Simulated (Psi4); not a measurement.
Process, species as SMILES: C=C=O + H+ → C=C=[OH+]
B3LYP-D3(BJ)/def2-TZVP geometries, fixed; electronic energies without zero-point terms; positive where energy is released.

The proton affinity at MP2 with Psi4, in kcal/mol, split into its Hartree-Fock and correlation parts. Density fitting with the program's default auxiliary sets. Cores are frozen. The proton sits at the site shown, which need not be the one that binds it best. No added dispersion term, no relativity. Functions are those of the species that has most.

```json
[
 {"basis": "cc-pVDZ", "X": "2", "functions": "57", "Hartree-Fock": "165.75", "MP2": "157.90"},
 {"basis": "cc-pVTZ", "X": "3", "functions": "132", "Hartree-Fock": "166.81", "MP2": "157.33"},
 {"basis": "cc-pVQZ", "X": "4", "functions": "255", "Hartree-Fock": "166.61", "MP2": "156.34"}
]
```

Worked estimate of the basis-set limit from each neighbouring pair, with Hartree-Fock from the larger set and the correlation part extrapolated as X^-3.
Correlation parts: X = 2: -7.85, X = 3: -9.48, X = 4: -10.27.
- (2,3): (27·(-9.48) - 8·(-7.85))/19 = -10.17; with Hartree-Fock 166.81 the estimate is 156.64 kcal/mol.
- (3,4): (64·(-10.27) - 27·(-9.48))/37 = -10.85; with Hartree-Fock 166.61 the estimate is 155.76 kcal/mol.
The last two estimates differ by 0.88 kcal/mol; the largest set lies 0.58 from the last. Over the last step Hartree-Fock moves by -0.20 and the correlation part by -0.79.
